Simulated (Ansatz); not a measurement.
Level of theory: frozen-core CCSD(T)/cc-pVTZ // B3LYP-D3(BJ)/def2-TZVP run with Ansatz (a program for electronic structure).

Ansatz 0.2 input:
```yaml
crystal:
  periodic: [false, false, false]
  atoms:
    - { symbol: F, position_ang: [1.254075, 0.213934, -0.343149] }
    - { symbol: C, position_ang: [-0.030549, -0.071666, 0.0071] }
    - { symbol: F, position_ang: [-0.694194, 1.099515, 0.213037] }
    - { symbol: H, position_ang: [-0.021383, -0.637548, 0.940225] }
    - { symbol: H, position_ang: [-0.507949, -0.604235, -0.817212] }
basis:
  gaussian: { orbitals: cc-pVTZ }
correlation:
  method: ccsd_t
```

Output:

```
Functional definition: HF
706 factors; integrals over basis functions are off by at most 9.6e-4 eV
mean field evaluation 1: about -6474.5871 eV, gradient 2.9e1 eV
mean field evaluation 2: about -6474.5912 eV, gradient 2.9e1 eV
mean field evaluation 4: about -6476.1355 eV, gradient 2.4e0 eV
mean field evaluation 8: about -6476.1536 eV, gradient 9.9e-5 eV
mean field evaluation 16: about -6476.1527 eV, gradient 4.8e-1 eV
mean field -6476.15360535 eV, -237.9942553020 hartree, gradient 1.5e-6 eV, S^2 0.000000; 0 other end points of the search recorded, 0 dependent functions left out
3 core orbitals not correlated
reference -6476.15360535 eV, -237.9942553020 hartree; 10, 10 occupied and 105, 105 virtual orbitals, 706 factors
second order -18.32895247 eV of doubles, -0.00000000 eV of singles
cycle   1  -18.18321346 eV  change    1.5e-1 eV  update   7.8e-2
cycle   2  -18.54724426 eV  change   -3.6e-1 eV  update   2.2e-2
cycle   3  -18.62922797 eV  change   -8.2e-2 eV  update   1.0e-2
cycle   4  -18.61716709 eV  change    1.2e-2 eV  update   2.0e-3
cycle   5  -18.61701264 eV  change    1.5e-4 eV  update   9.8e-4
cycle   6  -18.61788485 eV  change   -8.7e-4 eV  update   2.8e-4
cycle   7  -18.61767681 eV  change    2.1e-4 eV  update   1.1e-4
cycle   8  -18.61764512 eV  change    3.2e-5 eV  update   2.3e-5
cycle   9  -18.61765051 eV  change   -5.4e-6 eV  update   7.8e-6
perturbative correction -0.56522459 eV, -0.0207716205 hartree
Total energy: -6495.33648044 eV, -238.6992129591 hartree
```

Cost: very roughly 9 core-seconds.
